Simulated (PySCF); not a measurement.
Work out the structure from these simulated measurements.

Formula: C5H10S.

| Property | Result |
| --- | --- |
| Dipole | 1.73 D [PBE0/def2-SVPD] |
| Polarisability | 80.7 au [PBE0/def2-SVPD] |
| Valence photoelectron | vertical ionisation energy: 8.29 eV [ΔSCF PBE0/def2-SVPD] |
| Triplet | lowest triplet excitation (Tamm–Dancoff): 4.87 eV [TDA PBE0/def2-SVPD] |
| Rotational structure | rotational constants A, B, C: 6.590, 1.772, 1.520 GHz [PBE0-D3(BJ)/def2-SVP] |
| 1H NMR | chemical shifts (computed TMS as zero) by class: 3.20 (1 H), 2.23 (2 H), 1.92 (3 H), 1.91 (1 H), 1.88 (1 H), 1.86 (2 H) ppm [GIAO CAM-B3LYP/pcSseg-2] |
| UV, first state | lowest singlet excitation: 5.30 eV (234 nm, f = 0.000) [TDDFT PBE0/def2-SVPD] |
| 13C NMR | chemical shifts (computed TMS as zero) by class: 46.3 (1 C), 32.8 (2 C), 19.8 (1 C), 18.1 (1 C) ppm [GIAO CAM-B3LYP/pcSseg-2] |
| NMR, other nuclei | isotropic shieldings of nuclei other than C and H, by class: 470 (1 S) ppm [GIAO CAM-B3LYP/pcSseg-2] |
| UV, strongest line | among the 10 lowest singlet transitions: S10 at 7.85 eV (158 nm, f = 0.040) [TDDFT PBE0/def2-SVPD] |

Gas-phase values; electronic properties from PySCF, density fitting. Levels stand in brackets. One conformer (not necessarily the lowest) at the PBE0-D3(BJ)/def2-SVP geometry, without solvent, vibrations or thermal averaging. NMR classes are plain means over equivalent atoms (diastereotopic ones count apart unless rotation or inversion swaps them), as if these changed places fast.

Question: Propose a structure and show how it fits.

Answer: Numbering: `[CH3:1][S:2][CH:3]1[CH2:4][CH2:5][CH2:6]1`. Its formula, C5H10S, gives 1 degree of unsaturation: 1 ring and 0 π bonds in the structure found. 5 carbons fall into 4 classes; from least to most shielded: ring sp3 carbon bound to sulfur [C3] (46.3 ppm), four-membered-ring carbon [C4/C6] (32.8 ppm, 2 C, up to 5.9 ppm apart in this geometry), four-membered-ring carbon [C5] (19.8 ppm), S-methyl carbon [C1] (18.1 ppm). Hydrogen classes from least to most shielded: 1 H on an sp3 carbon bound to sulfur, C3 (3.20 ppm), 2 H on 2 four-membered-ring carbons, C4/C6 (2.23 ppm), 3 H on an S-methyl carbon, C1 (1.92 ppm), 1 H on a four-membered-ring carbon, C5 (1.91 ppm), 1 H on a four-membered-ring carbon, C5 (1.88 ppm), 2 H on 2 four-membered-ring carbons, C4/C6 (1.86 ppm). The other shieldings belong to: 470 ppm, sulfide sulfur [S2]. The first electron is taken from the HOMO, whose largest Löwdin shares are 0.68 on the sulfide sulfur, 0.10 on the S-methyl carbon, 0.09 on the sp3 carbon bound to sulfur and 0.04 on a four-membered-ring carbon. The optimised geometry has point group C1 and is an asymmetric top. Structure: `C1(CCC1)SC`. Computed isomers that give other values at the same levels: `C[C@@H]1CCCS1` (13C chemical shifts (computed TMS as zero) by class: 50.7 (1 C), 44.3 (1 C), 38.3 (1 C), 35.5 (1 C), 23.9 (1 C) ppm); `CC(C)(C)C=S` (rotational constant A: 4.452 GHz; this holds for the one conformer computed); `CSC=C(C)C` (rotational constant A: 6.269 GHz; this holds for the one conformer computed). The assignments are read from this structure; whether some other isomer fits the data as well wasn't checked.

The values belong to the conformer `[CH3:1][S:2][CH:3]1[CH2:4][CH2:5][CH2:6]1`: C1–S2–C3–C4 -72°.
